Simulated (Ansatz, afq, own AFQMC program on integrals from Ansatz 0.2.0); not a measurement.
AFQMC on a folder of integrals that Ansatz 0.2.0 wrote.

```yaml
crystal:
  periodic: [false, false, false]
  atoms:
    - {symbol: Si, position_ang: [0.000000, 0.000000, 0.000000]}
    - {symbol: H, position_ang: [0.855850, 0.858745, 0.856831]}
    - {symbol: H, position_ang: [-0.859551, -0.854424, 0.857445]}
    - {symbol: H, position_ang: [-0.854730, 0.855535, -0.861149]}
    - {symbol: H, position_ang: [0.858431, -0.859856, -0.853127]}
basis:
  gaussian: {orbitals: cc-pVDZ}
magnetization: {spin_polarized: false}
correlation: {method: ccsd_t, electrons: outside_noble_gas, hamiltonian_folder: ham}
```

```sh
$ ansatz run in.yaml --threads 1 --pin off --events-out ev --progress --plain --max-ram 1843MiB
```

afq runs on the folder ham with

```
--method free --trial cisd --walkers 90 --time-step 0.03 --max-blocks 80 --target-error 0.00034 --factor-cut 1e-05 --seed 3389 --times 0,0.3,0.6,1.2,1.8,2.4,3.6,4.8,6 --taylor-order 8
```

Times are imaginary, in 1/Eh. The walk had a cap of 490 s.

Log:

```
orbitals 33  electrons 4 4  factors 243 of 353
reference energy -291.24290433 Eh
CCSD correlation -0.14739932 Eh in 8 cycles, weight of the determinant in the CISD state 0.9216
repeat  energy at the last time / Eh  error
    10  -291.393807  0.000440
    20  -291.393669  0.000274
    30  -291.393561  0.000232
time / (1/Eh)  energy / Eh  error  mean overlap
  0.00  -291.389965  0.000090  1.0818
  0.30  -291.391756  0.000112  1.0813
  0.60  -291.392427  0.000103  1.0854
  1.20  -291.392985  0.000119  1.0980
  1.80  -291.393323  0.000197  1.0875
  2.40  -291.393314  0.000152  1.0897
  3.60  -291.393407  0.000184  1.1110
  4.80  -291.393077  0.000325  1.1068
  6.00  -291.393537  0.000220  1.0905
energy -291.393537 +/- 0.000220 Eh
```

The run passed its tests (error under three times the target), which doesn't prove that it has relaxed.

Against this walk (error 6.0 meV) on the same determinant: CCSD(T) 21.4 meV higher, CCSDT(Q) 3.8 meV higher (within the noise). The error is statistical, and a free projection of finite length keeps a remainder of its start. The last points scatter (meV from the last: 6 ± 5 at 1.80, 6 ± 4 at 2.40, 4 ± 5 at 3.60, 13 ± 9 at 4.80, 0 ± 6 at 6.00); the last is the one printed as the energy, and the gaps above move with that scatter.

Cautions: remainder of the start not in the error.

The walk took 41 s on 1 thread of Intel(R) Xeon(R) 6975P-C (Granite Rapids), with other jobs on the host. The log's last line is the free-projection energy.

CCSDT and higher add their correlation energy to the determinant of the CCSD(T) run, since their own runs factorise the integrals more tightly (a shift of under 2 meV). A walk keeps the symmetry of its determinant, which the program's search chose and which needn't be the lowest solution, so a lower state of the same spin and another symmetry isn't excluded.
